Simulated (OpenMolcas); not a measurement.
# SiH2 (SMILES [SiH2]): a chain of runs

We compute a single-point energy (HF/6-31G*), then a single-point energy (CASSCF(2,2)/6-31G*), then the energy (CASPT2(2,2)/6-31G*), then the energy (SC-NEVPT2(2,2)/6-31G*), then a single-point energy (MRCI(2,2)/6-31G*) of SiH2. 

The results are computed with OpenMolcas 26.06.

1 further run of the same task is left out (set aside as unsound or not needed).

## (1) The structure to begin with

SiH2: 3 atoms, total charge 0, spin state singlet. As SMILES, `[SiH2]`. The shape is that of a PBE0-D4/def2-TZVP optimisation.

Bond lengths: Si1–H2 1.525 Å, Si1–H3 1.525 Å. Angles: H2–Si1–H3 91.2°.

## (2) A single-point energy at HF/6-31G(d) (spherical functions) (run 1)

Contents of step1.inp:

```
&GATEWAY
  BasLib=$CurrDir
  Coord
  3
  angstrom
  Si      -0.491200       0.468600      -0.213600
  H        0.840300       0.578600       0.522500
  H       -0.349100      -1.047200      -0.308900
  Basis=6-31Gs
  Group=NoSym

&SEWARD

&SCF
  PrOrbitals=1 1
```

The basis set 6-31G* is read from a file made from the Basis Set Exchange's data (not shown).

On the command line:

```bash
export MOLCAS_MEM=1860
pymolcas step1.inp > step1.log
```

What it wrote:

```text
--- Start Module: gateway ---
[...]
--- Stop Module: gateway /rc=_RC_ALL_IS_WELL_ ---
--- Start Module: seward ---
[...]
      Basis functions           22
--- Stop Module: seward /rc=_RC_ALL_IS_WELL_ ---
--- Start Module: scf ---
[...]
       Convergence after   8 Iterations
[...]
::    Total SCF energy                               -289.9985951370
[...]
      Total spin, S                                     0.0000000000
[...]
      Total electronic charge=   16.000000
      Total            charge=   -0.000000
[...]
      Dipole Moment (debye):
      Origin of the operator (angstrom)=   -0.4417    0.4214   -0.1921
                   X=  2.7360E-01               Y= -2.6093E-01               Z=  1.1899E-01           Total=  3.9636E-01
      Quadrupole Moment (debye*angstrom):
[...]
--- Stop Module: scf /rc=_RC_ALL_IS_WELL_ ---
[...]
```

Run time: 1.5 s. Hardware: 1 thread of Arm Neoverse V2, shared host; peak memory 0.37 GiB.

## (3) The energy at CASSCF(2,2)/6-31G(d) (spherical functions) (run 2)

Contents of step2.inp:

```
&GATEWAY
 BasLib=$CurrDir
 Coord
 3
 angstrom
 Si      -0.491200       0.468600      -0.213600
 H        0.840300       0.578600       0.522500
 H       -0.349100      -1.047200      -0.308900
 Basis=6-31Gs
 Group=NoSym

&SEWARD

&RASSCF
 FileOrb=$CurrDir/step1.ScfOrb
 Spin=1
 Nactel=2 0 0
 Inactive=7
 Ras2=2
 OrbListing=Nothing
```

The basis set 6-31G* is read from a file made from the Basis Set Exchange's data (not shown).

On the command line:

```bash
export MOLCAS_MEM=1860
pymolcas step2.inp > step2.log
```

What it wrote:

```text
--- Start Module: gateway ---
[...]
--- Stop Module: gateway /rc=_RC_ALL_IS_WELL_ ---
--- Start Module: seward ---
[...]
      Basis functions           22
--- Stop Module: seward /rc=_RC_ALL_IS_WELL_ ---
--- Start Module: rasscf ---
[...]
      Number of active orbitals                  2
[...]
      Spin quantum number                      0.0
[...]
      Active orbitals                            2
[...]
      Number of CSFs                             3
[...]
      Number of root(s) required                 1
[...]
      Convergence after 10 iterations
[...]
      printout of CI-coefficients larger than  0.05 for root  1
      energy=    -290.016477
      conf/sym  11     Coeff  Weight
             1  20   0.98172 0.96378
             3  02  -0.19032 0.03622
      Natural orbitals and occupation numbers for root  1
      sym 1:   1.927555   0.072445
      ************************************************************************************************************************
      *                                                    Final results                                                     *
[...]
::    RASSCF root number  1 Total energy:   -290.01647650
[...]
      Total electronic charge=   16.000000
      Total            charge=   -0.000000
[...]
      Dipole Moment (debye):
      Origin of the operator (angstrom)=   -0.4417    0.4214   -0.1921
                   X=  6.5316E-02               Y= -6.2225E-02               Z=  2.8412E-02           Total=  9.4580E-02
      Quadrupole Moment (debye*angstrom):
[...]
--- Stop Module: rasscf /rc=_RC_ALL_IS_WELL_ ---
[...]
```

Run time: 1.6 s. Hardware: 1 thread of Arm Neoverse V2, shared host; peak memory 0.37 GiB.

## (4) The energy at CASPT2(2,2)/6-31G(d) (spherical functions) (run 3)

Contents of step3.inp:

```
* H2Si CASPT2
>>> EXPORT MOLCAS_PRINT=2
&gateway
baslib=$CurrDir
coord
3
angstrom
Si      -0.491200       0.468600      -0.213600
H        0.840300       0.578600       0.522500
H       -0.349100      -1.047200      -0.308900
basis=6-31Gs
group=NoSym
&seward
&rasscf
fileorb=$CurrDir/step2.RasOrb
spin=1
nactel=2 0 0
inactive=7
ras2=2
orblisting=Nothing
&caspt2
imaginary=0.1
frozen=5
```

The basis set 6-31G* is read from a file made from the Basis Set Exchange's data (not shown).

On the command line:

```bash
export MOLCAS_MEM=1860
pymolcas step3.inp > step3.log
```

What it wrote:

```text
--- Start Module: gateway ---
[...]
--- Stop Module: gateway /rc=_RC_ALL_IS_WELL_ ---
[...]
      Basis functions           22
[...]
--- Start Module: rasscf ---
[...]
      Number of active orbitals                  2
[...]
      Spin quantum number                      0.0
[...]
      Active orbitals                            2
[...]
      Number of CSFs                             3
[...]
      Number of root(s) required                 1
[...]
      Convergence after  4 iterations
[...]
      printout of CI-coefficients larger than  0.05 for root  1
      energy=    -290.016477
      conf/sym  11     Coeff  Weight
             1  20   0.98172 0.96378
             3  02  -0.19032 0.03622
      Natural orbitals and occupation numbers for root  1
      sym 1:   1.927555   0.072445
      ************************************************************************************************************************
      *                                                    Final results                                                     *
[...]
::    RASSCF root number  1 Total energy:   -290.01647650
[...]
      Total electronic charge=   16.000000
      Total            charge=   -0.000000
[...]
      Dipole Moment (debye):
      Origin of the operator (angstrom)=   -0.4417    0.4214   -0.1921
                   X=  6.5305E-02               Y= -6.2215E-02               Z=  2.8408E-02           Total=  9.4564E-02
      Quadrupole Moment (debye*angstrom):
[...]
--- Stop Module: rasscf /rc=_RC_ALL_IS_WELL_ ---
--- Start Module: caspt2 ---
[...]
 ###    WARNING: User changed nr of frozen orbitals.                         ###
 ###############################################################################
[...]
      E2 (Variational):          -0.0548921468
      Total energy:            -290.0713686503
[...]
      Reference weight:           0.97324
[...]
::    CASPT2 Root  1     Total energy:   -290.07136865
[...]
--- Stop Module: caspt2 /rc=_RC_ALL_IS_WELL_ ---
[...]
```

It took 1.6 s on 1 thread of Arm Neoverse V2, shared host; peak memory 0.37 GiB.

## (5) The energy at SC-NEVPT2(2,2)/6-31G(d) (spherical functions) (run 4)

Contents of step4.inp:

```
>>> EXPORT MOLCAS_PRINT=2

&GATEWAY
 BasLib=$CurrDir
 Coord
 3
 angstrom
 Si      -0.491200       0.468600      -0.213600
 H        0.840300       0.578600       0.522500
 H       -0.349100      -1.047200      -0.308900
 Basis=6-31Gs
 Group=NoSym

&SEWARD

&RASSCF
 FileOrb=$CurrDir/step2.RasOrb
 Spin=1
 Nactel=2 0 0
 Inactive=7
 Ras2=2
 OrbListing=Nothing

&CASPT2
 SC-NEVPT2
 Frozen=5
```

The basis set 6-31G* is read from a file made from the Basis Set Exchange's data (not shown).

On the command line:

```bash
export MOLCAS_MEM=1860
pymolcas step4.inp > step4.log
```

What it wrote:

```text
--- Start Module: gateway ---
[...]
--- Stop Module: gateway /rc=_RC_ALL_IS_WELL_ ---
[...]
      Basis functions           22
[...]
--- Start Module: rasscf ---
[...]
      Number of active orbitals                  2
[...]
      Spin quantum number                      0.0
[...]
      Active orbitals                            2
[...]
      Number of CSFs                             3
[...]
      Number of root(s) required                 1
[...]
      Convergence after  4 iterations
[...]
      printout of CI-coefficients larger than  0.05 for root  1
      energy=    -290.016477
      conf/sym  11     Coeff  Weight
             1  20   0.98172 0.96378
             3  02  -0.19032 0.03622
      Natural orbitals and occupation numbers for root  1
      sym 1:   1.927555   0.072445
      ************************************************************************************************************************
      *                                                    Final results                                                     *
[...]
::    RASSCF root number  1 Total energy:   -290.01647650
[...]
      Total electronic charge=   16.000000
      Total            charge=   -0.000000
[...]
      Dipole Moment (debye):
      Origin of the operator (angstrom)=   -0.4417    0.4214   -0.1921
                   X=  6.5305E-02               Y= -6.2215E-02               Z=  2.8408E-02           Total=  9.4564E-02
      Quadrupole Moment (debye*angstrom):
[...]
--- Stop Module: rasscf /rc=_RC_ALL_IS_WELL_ ---
--- Start Module: caspt2 ---
[...]
 ###    WARNING: User changed nr of frozen orbitals.                         ###
 ###############################################################################
[...]
      E2 (Variational):          -0.0528603495
[...]
      E2 (Variational):          -0.0528524522
      Total energy:            -290.0693289557
[...]
      Reference weight:           0.97547
[...]
::    SC-NEVPT2 Root  1     Total energy:   -290.06932896
[...]
--- Stop Module: caspt2 /rc=_RC_ALL_IS_WELL_ ---
[...]
```

Run time: 1.7 s. Hardware: 1 thread of Arm Neoverse V2, shared host; peak memory 0.37 GiB.

## (6) A single-point energy at MRCI(2,2)/6-31G(d) (spherical functions) (run 5)

Contents of step5.inp:

```
&GATEWAY
  BasLib=$CurrDir
  Coord
  3
  angstrom
  Si      -0.491200       0.468600      -0.213600
  H        0.840300       0.578600       0.522500
  H       -0.349100      -1.047200      -0.308900
  Basis=6-31Gs
  Group=NoSym

&SEWARD

&RASSCF
  FileOrb=$CurrDir/step2.RasOrb
  Spin=1
  Nactel=2 0 0
  Inactive=7
  Ras2=2
  OrbListing=Nothing

&MOTRA
  LumOrb
  Frozen=5

&GUGA
  Electrons=6
  Spin=1
  Inactive=2
  Active=2
  CIAll=1

&MRCI
  SDCI
```

The basis set 6-31G* is read from a file made from the Basis Set Exchange's data (not shown).

On the command line:

```bash
export MOLCAS_MEM=1860
pymolcas step5.inp > step5.log
```

What it wrote:

```text
--- Start Module: gateway ---
[...]
--- Stop Module: gateway /rc=_RC_ALL_IS_WELL_ ---
[...]
      Basis functions           22
[...]
      Number of active orbitals                  2
[...]
      Spin quantum number                      0.0
[...]
      Active orbitals                            2
[...]
      Number of CSFs                             3
[...]
      Number of root(s) required                 1
[...]
      Convergence after  4 iterations
[...]
      printout of CI-coefficients larger than  0.05 for root  1
      energy=    -290.016477
      conf/sym  11     Coeff  Weight
             1  20   0.98172 0.96378
             3  02  -0.19032 0.03622
      Natural orbitals and occupation numbers for root  1
      sym 1:   1.927555   0.072445
      ************************************************************************************************************************
      *                                                    Final results                                                     *
[...]
::    RASSCF root number  1 Total energy:   -290.01647650
[...]
      Dipole Moment (debye):
      Origin of the operator (angstrom)=   -0.4417    0.4214   -0.1921
                   X=  6.5305E-02               Y= -6.2215E-02               Z=  2.8408E-02           Total=  9.4564E-02
      Quadrupole Moment (debye*angstrom):
[...]
      *** WARNING: Default frozen orbitals is overwritten by user input.
      *** Default values:   2
[...]
--- Start Module: guga ---
[...]
--- Stop Module: guga /rc=_RC_ALL_IS_WELL_ ---
--- Start Module: mrci ---
[...]
       (But an ACPF correction will be computed)
       USE THE DEFAULT ACPF G-VALUE GFAC=  0.33333333333333331
[...]
                      CI ENERGY:  -290.08950484
[...]
                ACPF CORRECTION:    -0.00260206
[...]
      Total electronic charge=   16.000000
      Total            charge=   -0.000000
[...]
     ACPF CORRECTION:     -0.00260206
[...]
  CI State   1     Total energy:   -290.08950484     QDav:     -0.00397389     QACPF:     -0.00260206
[...]
--- Stop Module: mrci /rc=_RC_ALL_IS_WELL_ ---
[...]
```

Wall time 1.9 s (1 thread of Arm Neoverse V2, shared host); peak memory 0.37 GiB.

## (7) What came out

```
                                                    quantity          value
                              run 1, HF/6-31G*: total energy  -289.99860 Eh
                             run 1, HF/6-31G*: dipole moment         0.40 D
                               run 1, HF/6-31G*: HOMO energy       -9.19 eV
                               run 1, HF/6-31G*: LUMO energy        0.22 eV
                             run 1, HF/6-31G*: HOMO–LUMO gap        9.40 eV
                     run 2, CASSCF(2,2)/6-31G*: total energy  -290.01648 Eh
   run 2, CASSCF(2,2)/6-31G*: dipole moment (CASSCF density)         0.09 D
                     run 3, CASPT2(2,2)/6-31G*: total energy  -290.07137 Eh
   run 3, CASPT2(2,2)/6-31G*: dipole moment (CASSCF density)         0.09 D
                  run 4, SC-NEVPT2(2,2)/6-31G*: total energy  -290.06933 Eh
run 4, SC-NEVPT2(2,2)/6-31G*: dipole moment (CASSCF density)         0.09 D
                       run 5, MRCI(2,2)/6-31G*: total energy  -290.08950 Eh
     run 5, MRCI(2,2)/6-31G*: dipole moment (CASSCF density)         0.09 D
```

**Reading.** Mulliken charges (run 1, HF/6-31G*) run from -0.17 on H2 to +0.33 on Si1. Mulliken charges (run 3, CASPT2(2,2)/6-31G*) of the CASSCF density run from -0.17 on H2 to +0.35 on Si1.
